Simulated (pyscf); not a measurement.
A first-order saddle from PySCF, ωB97X-D3(BJ)/def2-SVP:

```
Ge
H 1 1.5357
H 1 1.5359 2 109.24
H 1 1.5364 2 109.42 3 -119.72
P 1 2.3116 2 108.24 3 117.66
H 5 1.4252 1 93.97 2 168.66
H 5 1.4687 6 93.07 1 93.47
H 7 1.3870 5 167.71 6 -48.66
```
Charge 0, spin multiplicity 2.

Surface: doublet, charge 0. Lowest wavenumbers (cm⁻¹): 738i, 103, 158, 316, 387.

### Question
What reaction is this the transition state of?

### Answer
H₂P–GeH₃ + H atom (H•) ⇌ •HP–GeH₃ + hydrogen (H₂), a hydrogen abstraction read from left to right: H–P broken and H–H formed. At ωB97M-D3(BJ)/def2-TZVP it lies +0.12 eV from the left side and +1.04 eV from the right (each side as separated species at their lowest minima found). One saddle was located; it need not be the lowest between these sides. The angle at the transferred H is 168°. Elements up to Kr have no core potential and no relativistic terms here.
